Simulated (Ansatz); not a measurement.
**Worked example: correlation energy of BH4⁺, quintet**

Geometry: that of the BH4⁺, triplet, kept fixed. The triplet lies 12.2 eV lower here.

```xyz
5

B     0.0000    0.0000    0.0000
H     0.4725    0.4863    1.0573
H    -0.4858   -0.4709    1.0582
H    -0.4719    0.4714   -1.0643
H     0.4852   -0.4868   -1.0513
```

Basis cc-pVTZ; Ansatz 0.2.0. Correlated methods freeze the noble-gas cores, which leaves 6 electrons in 85 orbitals. Prefix R: restricted or restricted open-shell reference; prefix U: unrestricted.

Full CI isn't at hand for all of this; UCCSDT(Q) serves as the reference, and is uncertain by about the last step of the cluster series.

The cluster runs stand on a determinant 0.36 eV above the lowest UHF solution, chosen by trial CCSD; the correlation energy below is counted from it.

Runs differ by some tens of microhartree through their thresholds and, for an open shell, their frozen cores, so steps under 0.03 kcal/mol mean nothing.

```tsv
level	total energy (hartree)
UHF determinant under the cluster runs	-26.050908
UMP2	-26.154960
UCCSD	-26.179085
UCCSD(T)	-26.185736
UCCSDT	-26.187039
UCCSDT(Q)	-26.187402
```

Question: What is the correlation energy at UCCSDT(Q), and what share of it do UMP2 and UCCSDT recover?

Answer: E(corr) = -26.187402 − (-26.050908) = -0.136494 hartree = -3.714 eV. UMP2: -0.104052 / -0.136494 = 76.23 %. UCCSDT: -0.136131 / -0.136494 = 99.73 %.

Question: By how many kcal/mol does UCCSD(T) miss UCCSDT(Q) (1 hartree = 627.509 kcal/mol), and which steps make up the rest?

Answer: -26.185736 − (-26.187402) = 0.001666 hartree = 1.05 kcal/mol. Steps: UCCSDT − UCCSD(T) = -0.82, UCCSDT(Q) − UCCSDT = -0.23 kcal/mol. Differences between like states or geometries often cancel part of this.
